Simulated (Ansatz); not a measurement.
A displaced shape of doublet C2H:

| atom | x (Å) | y (Å) | z (Å) |
| --- | --- | --- | --- |
| H | -0.0107 | 0.0462 | -1.5373 |
| C | 0.0240 | -0.0383 | -0.4981 |
| C | 0.0094 | 0.0308 | 0.7737 |

It was optimised with PBE0/def2-SVP in Ansatz (development build ahead of 0.2.0) to forces under 0.001 eV/Å, with unrestricted orbitals. Each step stands on the lowest determinant of that kind that the program's search found.

(1) What shape does it relax to, and how does the optimisation go?

## Answers

(1)

```xyz
3

H    -0.0021    0.0200   -1.5421
C     0.0072    0.0132   -0.4658
C     0.0176    0.0056    0.7462
```

Bond lengths: H1–C2 1.076 Å, C2–C3 1.212 Å. Angles: H1–C2–C3 180.0°.

```tsv
step	E − E(start) (eV)	largest force (eV/Å)
1	0.0000	6.6836
2	-0.1905	0.2955
3	-0.1927	0.2037
4	-0.1970	0.3111
5	-0.2000	0.3080
6	-0.2008	0.0674
7	-0.2009	0.0035
8	-0.2009	0.0014
9	-0.2009	0.0005
```

The optimisation ended after 9 steps with its threshold met.
